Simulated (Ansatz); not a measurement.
Molecule: acetylene, C2H2, charge 0, multiplicity 1. 
Coordinates optimised at B3LYP-D3(BJ)/def2-TZVP (Ansatz, a quantum-chemistry and plane-wave program):
```xyz
4

C      0.0000     0.0000    -0.5984
C      0.0000     0.0000     0.5984
H      0.0000     0.0000     1.6611
H      0.0000     0.0000    -1.6611
```

Parts of the frozen-core correlation energy in STO-3G (Ansatz, hartree). Frozen orbitals: 2; correlated occupied orbitals by spin: 5 and 5; virtual: 5 and 5. Spin-orbit coupling is left out. No relativistic terms. The restricted reference is unstable.

```csv
term,value
reference (HF),-75.85396
MP2 opposite-spin,-0.11746
MP2 same-spin,-0.03094
CCSD correlation,-0.16753
(T),-0.00062
FCI minus CCSD(T),-0.00182
T1 diagnostic,0.001
largest doubles amplitude,0.149
```
